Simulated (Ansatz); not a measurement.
**CH₅N (triplet): the correlation ladder at distance N1–H4 along a hydrogen transfer = 1.408 Å, cc-pVDZ**

Aim: climb from Hartree-Fock through coupled cluster and multireference methods for CH₅N (triplet) at one geometry and basis, and see what each rung misses.

Program: Ansatz 0.2.0, Gaussian basis. Level of theory: cc-pVDZ, core rule «outside noble gas», up to 2 orbitals frozen. These are calculated values, not measurements.

Plan: UHF; CCSD(T) on ROHF; CCSD(T) on UHF; BCCD(T) on ROHF; CISD; CCSDT(Q) on ROHF; CCSDT(Q) on UHF; CASSCF and MRCISD+Q, 4 electrons in 4 orbitals; CASSCF and NEVPT2, 4 electrons in 4 orbitals.

## (1) What is computed

The geometry derives from fragments relaxed apart (PBE0/def2-TZVP) and kept rigid, so it is no stationary point. A hydrogen atom is moved between rigid fragments.

7 atoms, charge 0, spin multiplicity 3.

Atoms are counted from 1 here; the program's logs count them from 0.

Bond lengths: N1–H2 1.012 Å, N1–H3 1.012 Å, H4–C5 1.248 Å, C5–H6 1.079 Å, C5–H7 1.079 Å. Angles: H2–N1–H3 107.1°, H4–C5–H6 112.6°, H4–C5–H7 112.6°, H6–C5–H7 134.8°.

## (2) UHF

in.yaml

```yaml
crystal:
  periodic: [false, false, false]
  atoms:
    - {symbol: N, position_ang: [-1.252854, -0.018354, -0.028568]}
    - {symbol: H, position_ang: [-1.550134, 0.949480, -0.028568]}
    - {symbol: H, position_ang: [-1.550133, -0.420653, 0.851691]}
    - {symbol: H, position_ang: [0.155146, -0.018354, -0.028568]}
    - {symbol: C, position_ang: [1.403146, -0.018354, -0.028568]}
    - {symbol: H, position_ang: [1.817614, -0.018354, 0.967593]}
    - {symbol: H, position_ang: [1.817614, -0.018354, -1.024729]}
basis:
  gaussian: {orbitals: cc-pVDZ}
magnetization: {spin_polarized: true, initial_magnetization: 2}
hamiltonian: {xc: hf}
output: {orbitals: {seedname: orbitals}}
```

Command:

```sh
> ansatz run in.yaml --threads 1 --pin off --events-out ev --progress --plain --max-ram 2816MiB --backend cpu
```

Further steps of the session: CCSD(T) on ROHF; CCSD(T) on UHF; BCCD(T) on ROHF; CISD; CCSDT(Q) on ROHF; CCSDT(Q) on UHF; CASSCF and MRCISD+Q, 4 electrons in 4 orbitals; CASSCF and NEVPT2, 4 electrons in 4 orbitals.

Q: Predict the results of all the runs planned. Wanted: UCCSDT(Q) below the RHF energy; RMP2 from UCCSDT(Q); UMP2 from UCCSDT(Q); RCCSD from UCCSDT(Q); RCCSD(T) from UCCSDT(Q); UCCSD(T) from UCCSDT(Q); RCCSDT(Q) from UCCSDT(Q); NEVPT2 pair from UCCSDT(Q); MRCISD+Q pair from UCCSDT(Q).

As calculated:

| quantity | value |
| --- | --- |
| UCCSDT(Q) below the RHF energy | -9.5327 eV |
| RMP2 from UCCSDT(Q) | +1350.4 meV |
| UMP2 from UCCSDT(Q) | +1356.9 meV |
| RCCSD from UCCSDT(Q) | +245.6 meV |
| RCCSD(T) from UCCSDT(Q) | +39.3 meV |
| UCCSD(T) from UCCSDT(Q) | +39.1 meV |
| RCCSDT(Q) from UCCSDT(Q) | +1.2 meV |
| NEVPT2 pair from UCCSDT(Q) | +1283.2 meV |
| MRCISD+Q pair from UCCSDT(Q) | +130.3 meV |
| levels within 1 kcal/mol (43 meV) | RCCSD(T), UCCSD(T), BCCD(T), RCCSDT, UCCSDT, RCCSDT(Q) |
| T1 diagnostic | 0.030 |

RCCSD(T) misses by +39.3 meV, 0.4 % of the correlation energy. Of the multireference levels listed MRCISD+Q pair comes nearest in total energy (+130.3 meV), which doesn't show that its space is the better one. These misses are within one basis, not against nature; the frozen cores of restricted and unrestricted runs differ, which can shift their rows.
